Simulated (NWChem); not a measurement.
System: fluorine (F₂); SMILES FF

The following NWChem deck was run.

```
start job
memory heap 200 mb stack 900 mb global 1100 mb
geometry units angstroms noautosym nocenter noautoz
  F      0.000000     0.000000     0.687796
  F      0.000000     0.000000    -0.687796
end
basis spherical
  F library 6-31g*
end
dft
  xc m05-2x
  iterations 150
end
cosmo
  dielec 1.5
end
task dft energy
```

Output (shortened):

```
             Northwest Computational Chemistry Package (NWChem) 7.3.0
             --------------------------------------------------------

                             Geometry "geometry" -> ""
                             -------------------------

 Output coordinates in angstroms (scale by  1.889725989 to convert to a.u.)

  No.       Tag          Charge          X              Y              Z
 ---- ---------------- ---------- -------------- -------------- --------------
    1 F                    9.0000     0.00000000     0.00000000     0.68779600
    2 F                    9.0000     0.00000000     0.00000000    -0.68779600

 Effective nuclear repulsion energy (a.u.)      31.1599349000

                                 NWChem DFT Module
                                 -----------------

 Summary of "ao basis" -> "ao basis" (spherical)
 ------------------------------------------------------------------------------
       Tag                 Description            Shells   Functions and Types
 ---------------- ------------------------------  ------  ---------------------
 F                           6-31g*                  6       14   3s2p1d

 in cosmo_initialize ...

 solvent parameters
 solvname_short: unkn
 solvname_long:  unknown
 dielec:        1.5000

          ---------------
          -cosmo- solvent
          ---------------
 Cosmo: York-Karplus, doi: 10.1021/jp992097l
 dielectric constant -eps-     =   1.50
 screen = (eps-1)/(eps    )    =   0.33333
 surface charge correction     = lagrangian

   van der Waals surface
 --------------------------

 ---------- ATOMIC COORDINATES (A.U.) ------------ VDWR(ANG.) --
     1    0.00000000    0.00000000    1.29974598     1.720
     2    0.00000000    0.00000000   -1.29974598     1.720
 number of segments per atom =         32
 number of   points per atom =         32
 atom (   nspa,  nppa )
 ----------------------
    1 (     24,     0 )       0
    2 (     24,     0 )       0
 number of -cosmo- surface points =       48
 molecular surface =     55.578 angstrom**2
 molecular volume  =     32.259 angstrom**3
 G(cav/disp)       =      1.138 kcal/mol
 -lineq- algorithm             =   0
 -bem- low  level              =   2
 -bem- from -octahedral-
 gaussian surface charge width =   4.50000
 degree of switching           =   1.00000
 switching function tolerance  =   0.00010
 atomic radii =
 --------------
    1  9.000  1.720
    2  9.000  1.720
 ...... end of -cosmo- initialization ......

            General Information
            -------------------
          SCF calculation type: DFT
          Wavefunction type:  closed shell.
          No. of atoms     :     2
          No. of electrons :    18
           Alpha electrons :     9
            Beta electrons :     9
          Charge           :     0
          Spin multiplicity:     1
          Use of symmetry is: off; symmetry adaption is: off
          Maximum number of iterations: 150
          AO basis - number of functions:    28
                     number of shells:    12
          Convergence on energy requested:  1.00D-06
          Convergence on density requested:  1.00D-05
          Convergence on gradient requested:  5.00D-04

              XC Information
              --------------
                       M05-2X Method XC Functional
                     Hartree-Fock (Exact) Exchange  0.560
                M05-2X metaGGA Exchange Functional  0.440
                      M05-2X Correlation Potential  1.000

             Grid Information
             ----------------
          Grid used for XC integration:  medium
          Radial quadrature: Mura-Knowles
          Angular quadrature: Lebedev.
          Tag              B.-S. Rad. Rad. Pts. Rad. Cut. Ang. Pts.
          ---              ---------- --------- --------- ---------
          F                   0.50       49           5.0       434
          Grid pruning is: on
          Number of quadrature shells:    98
          Spatial weights used:  Erf1

      Superposition of Atomic Density Guess
      -------------------------------------

 Sum of atomic energies:        -198.74466405

      Non-variational initial energy
      ------------------------------

 Total energy =    -198.536139
 1-e energy   =    -340.822387
 2-e energy   =     111.126313
 HOMO         =      -0.472878
 LUMO         =      -0.136510

   convergence    iter        energy       DeltaE   RMS-Dens  Diis-err
 ---------------- ----- ----------------- --------- --------- ---------
     COSMO gas phase
 d= 0,ls=0.0,diis     1   -199.4389992359 -2.31D+02  1.10D-02  2.88D-01
 d= 0,ls=0.0,diis     2   -199.4570076390 -1.80D-02  3.92D-03  7.95D-02
 d= 0,ls=0.0,diis     3   -199.4630508711 -6.04D-03  4.95D-04  8.60D-04
 d= 0,ls=0.0,diis     4   -199.4631149016 -6.40D-05  1.07D-04  4.34D-05
 d= 0,ls=0.0,diis     5   -199.4631181098 -3.21D-06  4.23D-06  8.49D-08
 d= 0,ls=0.0,diis     6   -199.4631181169 -7.12D-09  1.98D-07  9.19D-11

[...]

                                   COSMO solvation results
                                   -----------------------

                 gas phase energy =      -199.463118116874
                 sol phase energy =      -199.463204839005
 (electrostatic) solvation energy =         0.000086722132 (    0.05 kcal/mol)

                       DFT Final Molecular Orbital Analysis
                       ------------------------------------

 Vector    7  Occ=2.000000D+00  E=-6.461202D-01
              MO Center=  2.1D-09, -2.4D-09, -1.3D-08, r^2= 8.5D-01
   Bfn.  Coefficient  Atom+Function         Bfn.  Coefficient  Atom+Function
  ----- ------------  ---------------      ----- ------------  ---------------
     4      0.343356  1 F  py                18      0.343356  2 F  py
     3     -0.311306  1 F  px                17     -0.311306  2 F  px
     8      0.224389  1 F  py                22      0.224389  2 F  py
     7     -0.203443  1 F  px                21     -0.203443  2 F  px

 Vector    8  Occ=2.000000D+00  E=-4.948371D-01
              MO Center= -5.5D-11, -8.0D-11,  9.2D-09, r^2= 9.0D-01
   Bfn.  Coefficient  Atom+Function         Bfn.  Coefficient  Atom+Function
  ----- ------------  ---------------      ----- ------------  ---------------
     4      0.377769  1 F  py                18     -0.377769  2 F  py
     3      0.348791  1 F  px                17     -0.348791  2 F  px
     8      0.254648  1 F  py                22     -0.254647  2 F  py
     7      0.235114  1 F  px                21     -0.235114  2 F  px

 Vector    9  Occ=2.000000D+00  E=-4.948371D-01
              MO Center=  9.9D-10, -9.4D-10,  1.3D-08, r^2= 9.0D-01
   Bfn.  Coefficient  Atom+Function         Bfn.  Coefficient  Atom+Function
  ----- ------------  ---------------      ----- ------------  ---------------
     3      0.377769  1 F  px                17     -0.377769  2 F  px
     4     -0.348791  1 F  py                18      0.348791  2 F  py
     7      0.254648  1 F  px                21     -0.254647  2 F  px
     8     -0.235114  1 F  py                22      0.235114  2 F  py

 Vector   10  Occ=0.000000D+00  E=-3.053378D-02
              MO Center= -1.1D-10,  1.1D-10,  2.8D-09, r^2= 8.8D-01
   Bfn.  Coefficient  Atom+Function         Bfn.  Coefficient  Atom+Function
  ----- ------------  ---------------      ----- ------------  ---------------
     5      0.537794  1 F  pz                19      0.537794  2 F  pz
     9      0.497019  1 F  pz                23      0.497019  2 F  pz
     6     -0.255378  1 F  s                 20      0.255378  2 F  s
     2     -0.141034  1 F  s                 16      0.141034  2 F  s
     1      0.052565  1 F  s                 15     -0.052565  2 F  s

 Vector   11  Occ=0.000000D+00  E= 1.157771D+00
              MO Center=  4.3D-10, -3.6D-10, -7.0D-09, r^2= 1.2D+00
   Bfn.  Coefficient  Atom+Function         Bfn.  Coefficient  Atom+Function
  ----- ------------  ---------------      ----- ------------  ---------------
     3      0.501192  1 F  px                17      0.501192  2 F  px
     7     -0.478779  1 F  px                21     -0.478779  2 F  px
     4      0.440563  1 F  py                18      0.440563  2 F  py
     8     -0.420862  1 F  py                22     -0.420862  2 F  py
    13     -0.031072  1 F  d  1              27      0.031072  2 F  d  1

 Vector   12  Occ=0.000000D+00  E= 1.157771D+00
              MO Center=  6.7D-09, -7.5D-09, -1.4D-08, r^2= 1.2D+00
   Bfn.  Coefficient  Atom+Function         Bfn.  Coefficient  Atom+Function
  ----- ------------  ---------------      ----- ------------  ---------------
     4      0.501192  1 F  py                18      0.501192  2 F  py
     8     -0.478779  1 F  py                22     -0.478779  2 F  py
     3     -0.440563  1 F  px                17     -0.440563  2 F  px
     7      0.420862  1 F  px                21      0.420862  2 F  px
    11      0.031072  1 F  d -1              25     -0.031072  2 F  d -1

     Multipole analysis of the density
     ---------------------------------

     L   x y z        total         alpha         beta         nuclear
     -   - - -        -----         -----         ----         -------
     0   0 0 0     -0.000000     -9.000000     -9.000000     18.000000

     1   1 0 0     -0.000000     -0.000000     -0.000000      0.000000
     1   0 1 0      0.000000      0.000000      0.000000      0.000000
     1   0 0 1      0.000000      0.000000      0.000000      0.000000

     2   2 0 0     -6.891352     -3.445676     -3.445676      0.000000
     2   1 1 0     -0.000000     -0.000000     -0.000000      0.000000
     2   1 0 1     -0.000000     -0.000000     -0.000000      0.000000
     2   0 2 0     -6.891352     -3.445676     -3.445676      0.000000
     2   0 1 1      0.000000      0.000000      0.000000      0.000000
     2   0 0 2     -6.300864    -18.354489    -18.354489     30.408113
```

Level: M05-2X/6-31G* (spherical d), COSMO on the gas-phase geometry. The geometry was optimised at PBE0-D3(BJ)/def2-TZVP. COSMO prints the solvation energy as gas minus solution, so a positive value is a stabilisation.
